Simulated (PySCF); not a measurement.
## Computed spin Hamiltonian

Compound: C5H10F (doublet state).
Atom-mapped SMILES: `[CH3:1][CH:2][C@@H:3]([CH3:4])[CH2:5][F:6]` (hydrogens: H7, H8, H9 on C1; H10 on C2; H11 on C3; H12, H13, H14 on C4; H15, H16 on C5)

Structure used (GFN2-xTB), in Å, numbered top down from 1:
```xyz
16
C5H10F angstrom
C      2.179   -0.037   -0.255
C      0.869   -0.548    0.196
C     -0.415    0.008   -0.287
C     -1.547   -1.019   -0.234
C     -0.805    1.247    0.550
F     -1.874    1.896   -0.020
H      2.744    0.402    0.574
H      2.801   -0.845   -0.651
H      2.062    0.718   -1.030
H      0.847   -1.290    0.975
H     -0.298    0.364   -1.319
H     -1.328   -1.850   -0.899
H     -1.664   -1.405    0.777
H     -2.483   -0.560   -0.543
H     -1.110    0.959    1.561
H      0.015    1.969    0.594
```

The hyperfine couplings belong to this conformer and change with its torsions.

Method: UKS B3LYP, pcH-1 on C F H, non-relativistic, mean-field spin-orbit, GIAO (PySCF 2.14.0). Geometry: GFN2-xTB, one conformer, isolated molecule. The geometry wasn't refined by DFT: couplings that depend on bond lengths, twists or pyramidal angles can differ widely from those at the functional's own minimum. No stability test was run, so a lower SCF solution isn't excluded.

```
g1, g2, g3                      : 2.00209, 2.00267, 2.00286
g_iso                           : 2.00254
Form of g                       : rhombic: the two nearest values differ by 25 % of g3 − g1
⟨S²⟩                            : 0.7539 (exact 0.7500)
α and β electrons               : 25, 24
HOMO–LUMO gap, α and β orbitals : 6.57, 7.33 eV
Total energy                    : -296.36384 Eh
```

Isotropic coupling and dipolar principal values T1 to T3, in 10⁻⁴ cm⁻¹; ρ(0) is the spin density at the nucleus (1 × 10⁻⁴ cm⁻¹ = 2.998 MHz):

```tsv
atom	isotope	a_iso	T1	T2	T3	Mulliken spin population	ρ(0) (bohr⁻³)
C1	13C	-11.3	-0.9	0.2	0.7	-0.09	-0.0301
C2	13C	31.3	-26.9	-26.6	53.5	1.03	0.0833
C3	13C	-10.7	-0.7	0.1	0.6	-0.08	-0.0285
C4	13C	6.0	-0.7	-0.6	1.3	0.01	0.0160
C5	13C	36.3	-1.6	-1.5	3.1	0.05	0.0967
F6	19F	11.6	-9.7	-7.9	17.6	0.01	0.0083
H7	1H	39.5	-1.8	-1.1	2.9	0.05	0.0265
H8	1H	37.4	-1.8	-1.4	3.1	0.04	0.0251
H9	1H	0.9	-1.5	-1.2	2.8	0.00	0.0006
H10	1H	-20.7	-12.8	0.0	12.8	-0.04	-0.0139
H11	1H	13.6	-1.6	-1.4	3.0	0.02	0.0091
H12	1H	-0.6	-1.4	-0.8	2.2	0.00	-0.0004
H13	1H	-0.5	-1.0	-0.9	1.9	0.00	-0.0003
H14	1H	1.2	-0.7	-0.5	1.2	0.00	0.0008
H15	1H	-1.3	-1.5	-0.7	2.2	0.00	-0.0009
H16	1H	-1.3	-1.8	-0.6	2.4	0.00	-0.0009
```

Largest spin populations (Mulliken): C2 (+1.03), C1 (-0.09) and C3 (-0.08). No atom but C2 exceeds +0.15. The angles at C2 add up to 359.7°, so it is planar; its axial dipolar tensor and the negative coupling of its proton fit spin in a p orbital normal to that plane.

Axes: g2 points within 7° of the C1–C2 bond.

Under fast tumbling the dipolar parts average out, and these isotropic splittings remain: 3 × 1H (H7/H8/H9, I = 1/2, 4 lines) with 2.78 mT, 1 × 1H (H10, I = 1/2, 2 lines) with 2.21 mT, 1 × 1H (H11, I = 1/2, 2 lines) with 1.45 mT, 1 × 19F (F6, I = 1/2, 2 lines) with 1.24 mT, 1 × 1H (H16, I = 1/2, 2 lines) with 0.14 mT and 1 × 1H (H15, I = 1/2, 2 lines) with 0.14 mT.

Class means assume fast exchange of nuclei equivalent by connectivity; if that motion is slow, each nucleus keeps its own coupling. The three 1H nuclei of mean +77.8 MHz run from 2.8 to 118.4 MHz in the frozen geometry.

The 13C coupling of C5 (108.7 MHz) shows only in satellite lines or after enrichment, since that isotope makes up about 1.07 % of natural carbon.
